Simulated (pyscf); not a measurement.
# Routes from `[CH4]` + `[CH3][NH2]`

Candidate steps break at most two bonds and form at most two. Each was searched with GFN2-xTB (tblite) first. Single points on ωB97X-D3(BJ)/def2-SVP structures (PySCF, gas phase). Energies: ωB97M-D3(BJ)/def2-TZVP, kcal/mol, from the separated reactants, singlet surface; ΔG‡ with ideal gas, 1 atm, RRHO with modes under 100 cm⁻¹ raised to 100, one conformer, R ln 2 for chiral ones without a mode under 150 cm⁻¹.

```
products                          type    ΔE‡     ΔE  ΔG‡ 298 K  ΔG‡ 900 K  ν‡ (cm⁻¹)
----------------  --------------------  -----  -----  ---------  ---------  ---------
H₃C–CH₂–NH₂ + H₂  four-centre exchange  113.1  +14.7      116.9      133.5      1047i
H₃C–NH–CH₃ + H₂   four-centre exchange  115.5  +22.6      121.3      138.4      1232i
```

Under all of these lies the exit to CH₃• + NH₂• + CH₄ (no saddle counted: cutting one bond costs +92.3 kcal/mol at ωB97M-D3(BJ)/def2-TZVP). Plain bond fissions and candidates not yet searched are not listed, and one of them may be faster. Each barrier is that of the saddle found; lower ones may exist.
